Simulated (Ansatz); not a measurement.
in.yaml

```yaml
crystal:
  periodic: [false, false, false]
  atoms:
    - {symbol: B, position_ang: [0.000000, 0.000000, 0.950764]}
    - {symbol: O, position_ang: [0.000000, 0.000000, -3.074236]}
    - {symbol: H, position_ang: [0.000000, 0.000000, 2.123471]}
basis:
  gaussian: {orbitals: cc-pVDZ}
correlation: {method: sc_nevpt2, electrons: outside_noble_gas, active_space: {window: {electrons: 2, orbitals: 2}}}
```

```sh
$ ansatz run in.yaml --threads 1 --pin off --events-out ev --progress --plain --max-ram 2393MiB
```

Log:

```
304 factors; integrals over basis functions are off by at most 6.9e-4 eV
mean field evaluation 1: about -2677.7926 eV, gradient 7.0e1 eV
mean field evaluation 2: about -2677.7925 eV, gradient 7.0e1 eV
mean field evaluation 4: about -2697.0392 eV, gradient 4.6e1 eV
mean field evaluation 8: about -2715.4352 eV, gradient 2.2e0 eV
mean field evaluation 16: about -2713.4901 eV, gradient 2.5e1 eV
mean field evaluation 32: about -2715.4085 eV, gradient 2.2e0 eV
mean field evaluation 64: about -2709.1447 eV, gradient 7.6e-1 eV
mean field evaluation 96: about -2715.3727 eV, gradient 1.5e-6 eV
mean field -2715.45164872 eV, -99.7910074913 hartree, gradient 2.6e-6 eV, S^2 0.000000; 7 other end points of the search recorded, 0 dependent functions left out; unrestricted orbitals would lower it
reference -2715.45164872 eV, -99.7910074913 hartree; 7, 7 occupied and 26, 26 virtual orbitals, 304 factors
state -2716.50523546 eV, -99.8297260898 hartree
state -2716.50523546 eV, -99.8297260898 hartree; corrected -2721.17569961 eV, -100.0013624816 hartree
state -2715.99429056 eV, -99.8109492109 hartree
state -2715.99429056 eV, -99.8109492109 hartree; corrected -2720.42343734 eV, -99.9737173531 hartree
state -2716.50523546 eV, -99.8297260898 hartree; corrected -2721.17569961 eV, -100.0013624816 hartree
state -2716.02927566 eV, -99.8122348898 hartree
state -2716.02927566 eV, -99.8122348898 hartree; corrected -2720.44494222 eV, -99.9745076427 hartree
state -2716.50523546 eV, -99.8297260898 hartree; corrected -2721.17569961 eV, -100.0013624816 hartree
2 active orbitals were swapped for others, from the solution at -2715.99398665 eV, -99.8109380425 hartree to that at -2716.02905468 eV, -99.8122267689 hartree; typed "places" are swapped only where nearly empty or full, and so, without "given_window_search", are "orbital_numbers", "shells" and a window whose orbitals a file names under [Active]
2 active orbitals were swapped for others, from the solution at -2716.02905468 eV, -99.8122267689 hartree to that at -2716.50523546 eV, -99.8297260898 hartree; typed "places" are swapped only where nearly empty or full, and so, without "given_window_search", are "orbital_numbers", "shells" and a window whose orbitals a file names under [Active]
Total energy: -2721.17569961 eV, -100.0013624816 hartree
```

Ran on 1 thread of Intel Xeon Platinum 8259CL, shared host: 2 s wall, 0.19 GiB peak host memory.
